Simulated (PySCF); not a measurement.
# Si: ionisation energy

Si [Ne] 3s2 3p2 (3P) → Si+ [Ne] 3s2 3p1 (2P), as a difference of total energies. All numbers are calculated (PySCF 2.14, no relativity, point nucleus, in def2-TZVPPD (6s5p4d1f, 48 functions)). Correlated levels: valence: [Ne] frozen; valence and next inner shell: 1s2 frozen. The calculations carry no spin-orbit coupling.

| method | ionisation energy (eV) |
| --- | --- |
| UHF | 7.638 |
| LDA | 8.233 |
| PBE | 8.194 |
| PBE0 | 8.217 |
| r2SCAN | 8.315 |
| M06-2X | 7.989 |
| M06-L | 8.017 |
| B3LYP | 8.114 |
| M06 | 7.912 |
| MP2 (valence) | 8.042 |
| SCS-MP2 (valence) | 7.956 |
| MP2 (valence and next inner shell) | 8.035 |
| SCS-MP2 (valence and next inner shell) | 7.949 |

Question: How much does correlation contribute at MP2 (valence and next inner shell)?

Answer: 8.035 − (7.638) = 0.397 eV, measured against UHF.

Errors of the correlated levels include the incompleteness of this basis and the frozen core.

For comparison: 8.157 eV (measured; NIST levels, between the centres of gravity of the two terms).
